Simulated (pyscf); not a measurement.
# Routes from `[SiH3][Ga]=[AsH]` + `[H][H]`

Candidate steps break at most two bonds and form at most two. Each was searched with GFN2-xTB (tblite) first. Single points on ωB97X-D3(BJ)/def2-SVP structures (PySCF, gas phase). Energies: ωB97M-D3(BJ)/def2-TZVP, eV, from the separated reactants, singlet surface; ΔG‡ with ideal gas, 1 atm, RRHO with modes under 100 cm⁻¹ raised to 100, one conformer, R ln 2 for chiral ones without a mode under 150 cm⁻¹.

```tsv
products	type	ΔE‡	ΔE	ΔG‡ 298 K	ΔG‡ 900 K	ν‡ (cm⁻¹)
H₃Si–GaH–AsH₂	addition across a multiple bond or ene-type step	1.11	-1.08	1.51	2.35	1444i
HGa=AsH + SiH₄	four-centre exchange	1.82	+0.01	2.20	3.01	1504i
```

Row 2: On the product side the descent ends in a complex, 0.20 eV under the separated species and 1.91 eV under the saddle at ωB97X-D3(BJ)/def2-TZVP. 

Plain bond fissions and candidates not yet searched are not listed, and one of them may be faster. Each barrier is that of the saddle found; lower ones may exist. Elements up to Kr have no core potential and no relativistic terms here.
